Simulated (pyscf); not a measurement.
A first-order saddle from PySCF, ωB97X-D3(BJ)/def2-SVP:

```xyz
9

Cl    -2.2612    -1.3781     0.1917
Sn     0.1590     0.2282    -0.3291
Cl     2.0140     1.6351    -0.2058
Cl    -1.1640     1.2521    -1.9078
Cl     1.0946    -1.8090    -0.8435
N     -0.5837     0.3584     1.6068
H     -1.6734    -0.5875     1.2059
H      0.1082     0.0453     2.2923
H     -0.8352     1.3213     1.8440
```
Charge 0, spin multiplicity 1.

Surface: singlet, charge 0. Lowest wavenumbers (cm⁻¹): 301i, 59, 73, 112, 121.

Name the species on either side of this saddle.

Cl–Sn(Cl)(Cl)–Cl (SMILES [Cl][Sn]([Cl])([Cl])[Cl]) + NH₃ (SMILES N) <-> HCl (SMILES Cl) + H₂N–Sn(Cl)(Cl)–Cl (SMILES [NH2][Sn]([Cl])([Cl])[Cl]), a four-centre exchange read from left to right: Cl–Sn, H–N broken and Cl–H, N–Sn formed. At ωB97M-D3(BJ)/def2-TZVP it lies +0.75 eV from the left side and -0.01 eV from the right (each side as separated species at their lowest minima found). On the reactant side the descent ends in an adduct with a N–Sn contact (not fully relaxed), 0.48 eV under the separated species and 1.20 eV under the saddle at ωB97X-D3(BJ)/def2-TZVP. On the product side the descent ends in a complex, 0.26 eV under the separated species and 0.14 eV under the saddle at ωB97X-D3(BJ)/def2-TZVP. At ωB97M-D3(BJ) the saddle lies under the separated products, which points to a path from their complex (located at ωB97X-D3(BJ) alone), and parting the products costs more than the saddle. What is counted as formed (N–Sn) is already present as a longer contact in the reactant adduct; forming that adduct is a step of its own. One saddle was located; it need not be the lowest between these sides. Elements past Kr carry the def2 core potentials, without spin-orbit coupling.
